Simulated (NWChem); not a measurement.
System: P cation, triplet

NWChem input:

```
start job
memory heap 200 mb stack 900 mb global 1100 mb
charge 1
geometry units angstroms noautoz
  P      0.000000     0.000000     0.000000
end
basis spherical
  P library def2-tzvp
end
dft
  odft
  mult 3
  xc xcamb88 1.00 lyp 0.81 vwn_5 0.19 hfexch 1.00
  cam 0.33 cam_alpha 0.19 cam_beta 0.46
  iterations 150
  mulliken
end
task dft energy
```

Output (shortened):

```
             Northwest Computational Chemistry Package (NWChem) 7.3.0
             --------------------------------------------------------

                             Geometry "geometry" -> ""
                             -------------------------

 Output coordinates in angstroms (scale by  1.889725989 to convert to a.u.)

  No.       Tag          Charge          X              Y              Z
 ---- ---------------- ---------- -------------- -------------- --------------
    1 P                   15.0000     0.00000000     0.00000000     0.00000000

 Effective nuclear repulsion energy (a.u.)       0.0000000000

                                 NWChem DFT Module
                                 -----------------

 Summary of "ao basis" -> "ao basis" (spherical)
 ------------------------------------------------------------------------------
       Tag                 Description            Shells   Functions and Types
 ---------------- ------------------------------  ------  ---------------------
 P                         def2-tzvp                13       37   5s5p2d1f

            General Information
            -------------------
          SCF calculation type: DFT
          Wavefunction type:  spin polarized.
          No. of atoms     :     1
          No. of electrons :    14
           Alpha electrons :     8
            Beta electrons :     6
          Charge           :     1
          Spin multiplicity:     3
          Use of symmetry is: off; symmetry adaption is: off
          Maximum number of iterations: 150
          AO basis - number of functions:    37
                     number of shells:    13
          Convergence on energy requested:  1.00D-06
          Convergence on density requested:  1.00D-05
          Convergence on gradient requested:  5.00D-04

              XC Information
              --------------
                     Hartree-Fock (Exact) Exchange  1.000
                   CAM-Becke88 Exchange Functional  1.000
                      VWN V Correlation Functional  0.190 local
              Lee-Yang-Parr Correlation Functional  0.810

           Range-Separation Parameters
           ---------------------------
           Alpha           :  0.19
           Beta            :  0.46
           Gamma           :  0.33
           Short-Range HF  :     F

             Grid Information
             ----------------
          Grid used for XC integration:  medium
          Radial quadrature: Mura-Knowles
          Angular quadrature: Lebedev.
          Tag              B.-S. Rad. Rad. Pts. Rad. Cut. Ang. Pts.
          ---              ---------- --------- --------- ---------
          P                   1.00       88           6.0       590
          Grid pruning is: on
          Number of quadrature shells:    88
          Spatial weights used:  Erf1

      Superposition of Atomic Density Guess
      -------------------------------------

 Sum of atomic energies:        -340.65111431

 Renormalizing density from      15.00 to     14

      Non-variational initial energy
      ------------------------------

 Total energy =    -325.820238
 1-e energy   =    -439.906344
 2-e energy   =     114.086106
 HOMO         =      -0.651402
 LUMO         =      -0.651402

     ---------------------------------------------
      Total Density - Mulliken Population Analysis
     ---------------------------------------------

    Atom       Charge   Shell Charges
 -----------   ------   -------------------------------------------------------
    1 P   15    14.00   2.01  0.61  1.37  1.58  0.44  4.40  1.51  0.64  1.10  0.34  0.00  0.00  0.00

     --------------------------------------------
      Spin Density - Mulliken Population Analysis
     --------------------------------------------

    Atom       Charge   Shell Charges
 -----------   ------   -------------------------------------------------------
    1 P   15     2.00   0.00  0.00  0.00  0.00 -0.00  0.06 -0.04  0.52  1.11  0.34  0.00  0.00  0.00

   convergence    iter        energy       DeltaE   RMS-Dens  Diis-err
 ---------------- ----- ----------------- --------- --------- ---------
 d= 0,ls=0.0,diis     1   -340.7517859160 -3.41D+02  1.11D-02  1.53D+00
                                                     1.14D-02  1.60D+00
 d= 0,ls=0.0,diis     2   -340.8690982173 -1.17D-01  2.64D-03  2.38D-01
                                                     2.78D-03  2.28D-01
 d= 0,ls=0.0,diis     3   -340.8888063627 -1.97D-02  1.86D-04  3.38D-05
                                                     1.18D-04  5.76D-05
 d= 0,ls=0.0,diis     4   -340.8888391588 -3.28D-05  5.14D-05  1.74D-06
                                                     4.53D-05  2.14D-06
 d= 0,ls=0.0,diis     5   -340.8888415993 -2.44D-06  3.25D-06  8.93D-09
                                                     1.55D-06  7.73D-09
 d= 0,ls=0.0,diis     6   -340.8888416047 -5.40D-09  4.36D-07  1.67D-10
                                                     2.39D-07  7.49D-11

         Total DFT energy =     -340.888841604717
      One electron energy =     -465.874739939973
           Coulomb energy =      147.878550043627
    Exchange-Corr. energy =      -22.892651708371
 Nuclear repulsion energy =        0.000000000000

 Numeric. integr. density =       13.999999988968

                    DFT Final Alpha Molecular Orbital Analysis
                    ------------------------------------------

 Vector    6  Occ=1.000000D+00  E=-1.006708D+00
              MO Center=  1.3D-14, -6.3D-16, -2.1D-14, r^2= 1.1D+00
   Bfn.  Coefficient  Atom+Function         Bfn.  Coefficient  Atom+Function
  ----- ------------  ---------------      ----- ------------  ---------------
     4      0.840606  1 P  s                  3     -0.490101  1 P  s
     5      0.350129  1 P  s                  2      0.095783  1 P  s
     1      0.085376  1 P  s

 Vector    7  Occ=1.000000D+00  E=-6.468095D-01
              MO Center=  7.2D-15, -6.7D-16, -2.0D-15, r^2= 1.5D+00
   Bfn.  Coefficient  Atom+Function         Bfn.  Coefficient  Atom+Function
  ----- ------------  ---------------      ----- ------------  ---------------
    17      0.497220  1 P  pz                15      0.338023  1 P  px
    14      0.214949  1 P  pz                16      0.189905  1 P  py
    20      0.190068  1 P  pz                 8     -0.170626  1 P  pz
    12      0.146128  1 P  px                18      0.129213  1 P  px
     6     -0.115996  1 P  px                13      0.082096  1 P  py

 Vector    8  Occ=1.000000D+00  E=-6.468095D-01
              MO Center=  5.5D-15, -2.7D-15, -3.4D-15, r^2= 1.5D+00
   Bfn.  Coefficient  Atom+Function         Bfn.  Coefficient  Atom+Function
  ----- ------------  ---------------      ----- ------------  ---------------
    16      0.585650  1 P  py                13      0.253177  1 P  py
    17     -0.233175  1 P  pz                19      0.223871  1 P  py
     7     -0.200972  1 P  py                14     -0.100802  1 P  pz
    10     -0.090735  1 P  py                20     -0.089133  1 P  pz
     8      0.080016  1 P  pz                11      0.036126  1 P  pz

 Vector    9  Occ=0.000000D+00  E=-4.448668D-01
              MO Center=  5.2D-15,  3.8D-16,  3.4D-15, r^2= 1.6D+00
   Bfn.  Coefficient  Atom+Function         Bfn.  Coefficient  Atom+Function
  ----- ------------  ---------------      ----- ------------  ---------------
    15      0.496224  1 P  px                17     -0.288895  1 P  pz
    18      0.264521  1 P  px                12      0.210488  1 P  px
     6     -0.174088  1 P  px                20     -0.154001  1 P  pz
    16     -0.126857  1 P  py                14     -0.122543  1 P  pz
     8      0.101352  1 P  pz                 9     -0.077801  1 P  px

 Vector   10  Occ=0.000000D+00  E=-2.371228D-03
              MO Center=  5.7D-15,  4.9D-15,  2.9D-15, r^2= 1.8D+00
   Bfn.  Coefficient  Atom+Function         Bfn.  Coefficient  Atom+Function
  ----- ------------  ---------------      ----- ------------  ---------------
    28      0.537752  1 P  d  0              30      0.425419  1 P  d  2
    29     -0.320777  1 P  d  1              26     -0.280876  1 P  d -2
    23      0.174019  1 P  d  0              27     -0.159313  1 P  d -1
    25      0.137668  1 P  d  2              24     -0.103805  1 P  d  1
    21     -0.090893  1 P  d -2              22     -0.051554  1 P  d -1

 Vector   11  Occ=0.000000D+00  E=-2.371228D-03
              MO Center=  1.7D-15,  5.7D-15, -4.2D-15, r^2= 1.8D+00
   Bfn.  Coefficient  Atom+Function         Bfn.  Coefficient  Atom+Function
  ----- ------------  ---------------      ----- ------------  ---------------
    27      0.681581  1 P  d -1              26      0.327163  1 P  d -2
    30      0.239809  1 P  d  2              22      0.220563  1 P  d -1
    29     -0.212223  1 P  d  1              21      0.105872  1 P  d -2
    25      0.077603  1 P  d  2              24     -0.068676  1 P  d  1
    28      0.056497  1 P  d  0

                     DFT Final Beta Molecular Orbital Analysis
                     -----------------------------------------

 Vector    4  Occ=1.000000D+00  E=-5.199358D+00
              MO Center= -1.2D-16, -1.1D-16, -2.0D-16, r^2= 8.3D-02
   Bfn.  Coefficient  Atom+Function         Bfn.  Coefficient  Atom+Function
  ----- ------------  ---------------      ----- ------------  ---------------
     8      0.530217  1 P  pz                 6      0.384202  1 P  px
     7      0.295396  1 P  py                11      0.251899  1 P  pz
     9      0.182529  1 P  px                10      0.140339  1 P  py
    14      0.053759  1 P  pz                12      0.038955  1 P  px
    13      0.029951  1 P  py

[...]
```

Level: CAM-B3LYP/def2-TZVP, spin-unrestricted. The open p shell is one determinant without spherical averaging. No stability test was run on the SCF state.
